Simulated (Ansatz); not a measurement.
Basis sets compared for the cluster B3H2 (the lowest doublet isomer of a short search). The state is a doublet with charge 0. Geometry r2SCAN-D4/def2-TZVP. Ansatz on 4 threads of Arm Neoverse N1 on a shared host; times are rough, and most runs start from earlier orbitals.

```csv
atom,x (Å),y (Å),z (Å)
B1,0.7126,1.0255,-0.3257
B2,0.0258,-0.1919,-0.9570
B3,0.0885,0.3560,0.9049
H4,-0.3559,-0.0895,1.9053
H5,-0.4710,-1.1000,-1.5274
```

The structure comes from a short search, and lower isomers may exist.

Binding counts from free atoms (B doublet, H doublet) in the same basis, without a counterpoise term.

| level | functions | energy (Eh) | HOMO (eV) | LUMO (eV) | binding per atom (eV) | wall time |
| --- | --- | --- | --- | --- | --- | --- |
| PBE-D4/def2-SVP | 52 | -75.3826 | -6.30 | -5.65 | 3.49 | 0.7 s |
| PBE-D4/def2-TZVP | 105 | -75.4663 | -6.34 | -5.64 | 3.47 | 1.2 s |
| r2SCAN-D4/def2-TZVP (with forces) | 105 | -75.5410 | -6.49 | -5.22 | 3.43 | 2.9 s |
| PBE0-D4/def2-SVP | 52 | -75.4003 | -7.27 | -4.56 | 3.44 | 0.9 s |
| PBE0-D4/def2-TZVP | 105 | -75.4826 | -7.28 | -4.51 | 3.41 | 3.4 s |

Estimate the rows for PBE-D4/def2-TZVPD, r2SCAN-D4/def2-TZVPD, PBE0-D4/def2-TZVPD.


```
               level  functions  energy (Eh)  HOMO (eV)  LUMO (eV)  binding per atom (eV)  wall time
   PBE-D4/def2-TZVPD        129     -75.4666      -6.34      -5.64                   3.47      1.9 s
r2SCAN-D4/def2-TZVPD        129     -75.5411      -6.49      -5.22                   3.43      5.5 s
  PBE0-D4/def2-TZVPD        129     -75.4828      -7.28      -4.51                   3.41      3.3 s
```
